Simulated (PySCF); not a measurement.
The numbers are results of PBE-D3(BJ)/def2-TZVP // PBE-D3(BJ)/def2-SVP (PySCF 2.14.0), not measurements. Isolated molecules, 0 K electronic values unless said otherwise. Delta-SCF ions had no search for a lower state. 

Reference species (SMILES): `N` (neutral, multiplicity 1).

* **dipole moment**: 1.80 D
* **vertical ionisation energy (Delta-SCF)**: 11.04 eV

Changed species: `CN(C)C` (free base N(CH3)3; the reference has free base NH3).

Q: What does the change do to the dipole moment and vertical ionisation energy (Delta-SCF)?

A: the dipole moment falls by 1.47 D, to 0.33 D; the vertical ionisation energy (Delta-SCF) falls by 2.88 eV, to 8.16 eV.
